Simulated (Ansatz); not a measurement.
`O1[SiH2]P1`. Charge 0, multiplicity 1.

```xyz
6

O     1.1701   -0.4055   -0.2875
Si   -0.0070    0.6473    0.2558
P    -0.2028   -0.9095   -1.2183
H     0.1830    2.0633   -0.1243
H    -0.4018    0.4707    1.6702
H    -0.7415   -1.8664   -0.2959
```

**Question.** Give the diagnostics of a CCSD(T)/def2-TZVPP run (frozen core, the Gaussian-basis code of Ansatz). (Estimate.)

**Answer.** Ansatz gave: T1 = 0.0167, largest single amplitude 0.022, largest double 0.051, (T) share of the correlation energy 4.3 %, 11 CCSD cycles. The RHF solution is stable towards an unrestricted one. T1 lies under the customary mark of 0.02 for closed shells.
